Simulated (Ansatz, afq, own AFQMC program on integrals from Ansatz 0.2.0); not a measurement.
# SiI₃, doublet: AFQMC among the cluster methods

```yaml
atoms:
  - { symbol: Si, position_ang: [-0.0545, -0.0046, 0.1030] }
  - { symbol: I, position_ang: [1.7369, -1.6864, 0.0850] }
  - { symbol: I, position_ang: [-1.8027, -0.5708, -1.5284] }
  - { symbol: I, position_ang: [0.8484, 2.2402, -0.3257] }
```

Connectivity, by distances: I–Si(–I)–I.

Basis def2-SVP with its core potentials. Noble-gas cores (and the filled d shells of Ga–Kr and In–Xe) are frozen. Ansatz 0.2.0 and our own AFQMC program on the same integrals; the CISD trial comes from CCSD amplitudes, and released means the phaseless constraint is let go. Uncertainties: one standard error, sampling alone. No spin–orbit coupling.

Determinant: UHF, the one that the program's search chose, which needn't be the lowest solution. The geometry is a PBE0/def2-SVP stationary point of this or a neighbouring charge and spin state.

No full CI on the walks' own integrals is used here. The released AFQMC energy serves as the reference, which it does only where one determinant dominates, the energy is flat over the last release times and near the phaseless one (40 meV or 2 meV an electron, half that with transition metals). On small molecules, where full CI could be run and the noise was under 10 meV, such values lay within 10 meV of it in 19 cases of 20, a flattering rate, since the rule was set on those same cases; what remains of the bias isn't in the error bar.

Cautions: no spin-orbit coupling; inner d shell frozen; the released value is read at 0.90 1/Eh (meV from the phaseless value at times in 1/Eh: -4 ± 9 at 0.21, -3 ± 7 at 0.42, -6 ± 6 at 0.63, 5 ± 7 at 0.90).

The T1 diagnostic is 0.0160 and the weight of the determinant in the CISD state is 0.797. The ⟨S²⟩ of the determinant is 0.762 and the size of the correlated space is 25 electrons in 64 orbitals.

Reference: AFQMC with the constraint released, correlation energy -11.157 ± 0.007 eV.

```csv
level,E − E(reference) (kJ/mol),share of correlation (%)
HF,1076.5 ± 0.7,0.00
MP2,119.3 ± 0.7,88.92
CCSD,36.6 ± 0.7,96.60
CCSD(T),4.5 ± 0.7,99.58
ph-AFQMC/CISD,-0.4 ± 1.0,100.04
```

Released energies are given only where the last usable release times agree within the noise; a slower fall can still hide under it.
